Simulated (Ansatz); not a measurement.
# BF2 (SMILES F[B]F) at RPA@PBE/cc-pVTZ

What is the energy change on altering one bond length of BF2 at RPA@PBE/cc-pVTZ? 

The results are computed with Ansatz 0.2.0.

39 further runs of the same task are left out: 39 set aside as unsound or not needed.

## Step 1: The structure to begin with

BF2: 3 atoms, total charge 0, spin state doublet. As SMILES, `F[B]F`. The shape is that of a PBE0-D4/def2-TZVP optimisation.

Bond lengths: F1–B2 1.306 Å, B2–F3 1.306 Å. Angles: F1–B2–F3 121.1°.

## Step 2: A single-point energy at RPA@PBE/cc-pVTZ

Contents of job.yaml:

```yaml
crystal:
  periodic: [false, false, false]
  atoms:
    - {symbol: F, position_ang: [0.513100, -1.044300, 0.160000]}
    - {symbol: B, position_ang: [0.279000, 0.240500, 0.181300]}
    - {symbol: F, position_ang: [-0.802900, 0.738900, -0.354600]}
basis:
  gaussian:
    orbitals: cc-pVTZ
magnetization:
  spin_polarized: true
  initial_magnetization: 1
hamiltonian:
  xc: {name: PBE}
correlation:
  method: rpa
  frozen_orbitals: {B: 1, F: 1}
accuracy: high
```

The run is started by

```console
$ ansatz run job.yaml --threads 1 --pin off --max-ram 3480MiB --events-out events.jsonl --progress --plain --runs-dir runs
```

The log of the run:

```text
Warning: RAYON_NUM_THREADS=1 ignored (pool sized by the plan → 1); use --threads N
Functional definition: PBE
  name "PBE"
  parameter kappa = 0.804
  parameter beta = 0.06672455060314922
  exchange = pbe_x(kappa = kappa, mu = beta*pi^2/3)
  correlation = pbe_c(beta = beta)
1422 factors; integrals over basis functions are off by at most 2.9e-9 eV
mean field evaluation 1: about -6105.2136 eV, gradient 2.7e1 eV
mean field evaluation 2: about -6105.2116 eV, gradient 2.7e1 eV
mean field evaluation 4: about -6106.9588 eV, gradient 4.6e0 eV
mean field evaluation 8: about -6107.0412 eV, gradient 2.3e-2 eV
mean field evaluation 16: about -6107.0412 eV, gradient 1.3e-6 eV
mean field -6107.04120909 eV, -224.4296249327 hartree, gradient 2.5e-8 eV, S^2 0.751887; 0 other end points of the search recorded, 0 dependent functions left out
3 core orbitals not correlated: weight in the atoms' cores, before any rotation towards them, 1.000 or more for the frozen orbitals, at most 0.000 for the correlated occupied ones
reference -6086.40966216 eV, -223.6714295679 hartree; 9, 8 occupied and 78, 79 virtual orbitals, 1422 factors
Total energy: -6110.03521759 eV, -224.5396527156 hartree
```

It took 6 s on 1 thread of Arm Neoverse V2, shared host; peak memory 0.24 GiB.

## Step 3: The distorted shape

Contents of job.yaml:

```yaml
crystal:
  periodic: [false, false, false]
  atoms:
    - symbol: F
      position_ang: [0.583336, -1.429774, 0.153609]
    - symbol: B
      position_ang: [0.279000, 0.240500, 0.181300]
    - symbol: F
      position_ang: [-0.802900, 0.738900, -0.354600]
basis:
  gaussian:
    orbitals: cc-pVTZ
magnetization:
  spin_polarized: true
  initial_magnetization: 1
hamiltonian:
  xc: pbe
correlation:
  method: rpa
  frozen_orbitals: {B: 1, F: 1}
accuracy: high
```

The run is started by

```console
$ ansatz run job.yaml --threads 1 --pin off --max-ram 3480MiB --events-out events.jsonl --progress --plain --runs-dir runs
```

The log of the run, shortened:

```text
Warning: RAYON_NUM_THREADS=1 ignored (pool sized by the plan → 1); use --threads N
[... 2 set-up lines as earlier in the session ...]
[...]
1395 factors; integrals over basis functions are off by at most 3.5e-9 eV
[...]
mean field -6105.61579523 eV, -224.3772419399 hartree, gradient 6.1e-8 eV, S^2 0.752938; 0 other end points of the search recorded, 0 dependent functions left out
3 core orbitals not correlated: weight in the atoms' cores, before any rotation towards them, 1.000 or more for the frozen orbitals, at most 0.000 for the correlated occupied ones
reference -6084.25359814 eV, -223.5921956765 hartree; 9, 8 occupied and 78, 79 virtual orbitals, 1395 factors
Total energy: -6108.52987934 eV, -224.4843325555 hartree
```

Wall time 6.6 s (1 thread of Arm Neoverse V2, shared host); peak memory 0.27 GiB.

## Step 4: What came out

At RPA@PBE/cc-pVTZ, 3 core orbitals frozen:

| quantity | value |
| --- | --- |
| first shape: total energy | -224.53965 Eh |
| first shape: RPA correlation energy (valence) | -868.2 mEh |
| first shape: ⟨S²⟩ of the reference determinant | 0.752 |
| distorted shape: total energy | -224.48433 Eh |
| distorted shape: RPA correlation energy (valence) | -892.1 mEh |
| distorted shape: ⟨S²⟩ of the reference determinant | 0.753 |
| energy change with the F1–B2 bond stretched from 1.306 to 1.698 Å | 1.505 eV |

With the F1–B2 bond stretched from 1.306 to 1.698 Å the energy rises by 1.51 eV (35 kcal/mol). The first shape isn't relaxed at this level, so the change isn't measured from a minimum.
